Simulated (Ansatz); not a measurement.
CH3N2 (SMILES [N]=CN), doublet: a single point displaced at random from a GFN2-xTB minimum.

The input file, in.yaml:

```yaml
crystal:
  periodic: [false, false, false]
  atoms:
    - {symbol: N, position_ang: [-1.367400, -0.838400, 0.565700]}
    - {symbol: C, position_ang: [-0.401200, -0.462800, -0.065000]}
    - {symbol: N, position_ang: [0.308400, 0.661100, -0.089600]}
    - {symbol: H, position_ang: [0.106500, -1.220200, -0.840100]}
    - {symbol: H, position_ang: [1.340400, 0.599900, -0.299100]}
    - {symbol: H, position_ang: [0.131200, 1.168800, 0.686400]}
basis:
  gaussian: {orbitals: def2-TZVPP}
magnetization: {spin_polarized: true, initial_magnetization: 1}
correlation: {method: ccsd_t}
scf: {omitted_lower_state_checks: [cluster_reference]}
output: {forces: true}
```

An equivalent command:

```bash
ansatz run in.yaml --threads 4 --pin off --events-out ev --progress --plain
```

The run's output (Ansatz 0.2.0):

```
Functional definition: HF
  name "HF"
  cite "Fock, Z. Phys. 61, 126 (1930) doi:10.1007/BF01340294"
  parent pbe
  exchange = exact_x
  correlation = 0
these checks for a lower state are left out or cut short: cluster_reference
813 factors; integrals over basis functions are off by at most 1.1e-3 eV
mean field evaluation 1: about -4037.7996 eV, gradient 2.4e1 eV
mean field evaluation 2: about -4037.8050 eV, gradient 2.4e1 eV
mean field evaluation 4: about -4041.0358 eV, gradient 3.5e0 eV
mean field evaluation 8: about -4041.2180 eV, gradient 3.7e-1 eV
mean field evaluation 16: about -4041.2301 eV, gradient 1.4e-5 eV
mean field -4041.23007864 eV, -148.5124661457 hartree, gradient 1.8e-6 eV, S^2 0.814170; 0 other end points of the search recorded, 0 dependent functions left out
3 core orbitals not correlated: weight in the atoms' cores, before any rotation towards them, 1.000 or more for the frozen orbitals, at most 0.000 for the correlated occupied ones
reference -4041.23007864 eV, -148.5124661457 hartree; 9, 8 occupied and 123, 124 virtual orbitals, 813 factors
second order -14.26384549 eV of doubles, -0.00000000 eV of singles
cycle   1  -14.51505287 eV  change   -2.5e-1 eV  update   8.7e-2
cycle   2  -14.89926219 eV  change   -3.8e-1 eV  update   3.1e-2
cycle   3  -15.01401471 eV  change   -1.1e-1 eV  update   2.1e-2
cycle   4  -15.01261000 eV  change    1.4e-3 eV  update   9.4e-3
cycle   5  -15.01579565 eV  change   -3.2e-3 eV  update   4.6e-3
cycle   6  -15.01823836 eV  change   -2.4e-3 eV  update   1.7e-3
cycle   7  -15.01825780 eV  change   -1.9e-5 eV  update   7.0e-4
cycle   8  -15.01852172 eV  change   -2.6e-4 eV  update   3.5e-4
cycle   9  -15.01855135 eV  change   -3.0e-5 eV  update   2.2e-4
cycle  10  -15.01843804 eV  change    1.1e-4 eV  update   1.4e-4
cycle  11  -15.01855851 eV  change   -1.2e-4 eV  update   9.2e-5
cycle  12  -15.01852715 eV  change    3.1e-5 eV  update   4.1e-5
cycle  13  -15.01854537 eV  change   -1.8e-5 eV  update   2.1e-5
cycle  14  -15.01853789 eV  change    7.5e-6 eV  update   1.4e-5
cycle  15  -15.01852632 eV  change    1.2e-5 eV  update   7.7e-6
cycle  16  -15.01852847 eV  change   -2.1e-6 eV  update   4.3e-6
cycle  17  -15.01853071 eV  change   -2.2e-6 eV  update   2.0e-6
cycle  18  -15.01853153 eV  change   -8.2e-7 eV  update   1.0e-6
perturbative correction -0.63357976 eV, -0.0232836268 hartree
the calculation of the forces begins
Total energy: -4056.88218993 eV, -149.0876706265 hartree
Atom 0 at    -1.367400    -0.838400     0.565700 Å, force    -2.795571    -0.764226     1.752246 eV/Å
Atom 1 at    -0.401200    -0.462800    -0.065000 Å, force     3.251797    -3.349285    -3.817354 eV/Å
Atom 2 at     0.308400     0.661100    -0.089600 Å, force     3.228030     0.883843    -2.351924 eV/Å
Atom 3 at     0.106500    -1.220200    -0.840100 Å, force    -1.291729     0.859296     1.246254 eV/Å
Atom 4 at     1.340400     0.599900    -0.299100 Å, force    -1.982232    -0.151690     0.293985 eV/Å
Atom 5 at     0.131200     1.168800     0.686400 Å, force    -0.410295     2.522061     2.876792 eV/Å
Dipole moment:     0.697688     0.271596    -0.113463 e Å
Checks for a lower state left out: cluster_reference
```

Time: 2.9 min of wall clock on 4 CPU threads; the host was shared. Peak host memory: 3.1 GiB.
